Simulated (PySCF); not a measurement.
nitric oxide (NO), SMILES [N]=O, multiplicity 2. The structure is a stationary point at PBE-D3(BJ)/def2-TZVPD.

Give the equilibrium geometry at PBE-D3(BJ)/def2-TZVPD (PySCF confirms it by a frequency run) as Cartesian coordinates in Å, and its point group. (An estimate is asked for; the answer gives what the named calculation found.)

point group C∞v.
```xyz
2

N      0.0000     0.0000    -0.6174
O      0.0000     0.0000     0.5402
```
Charge 0, spin multiplicity 2.
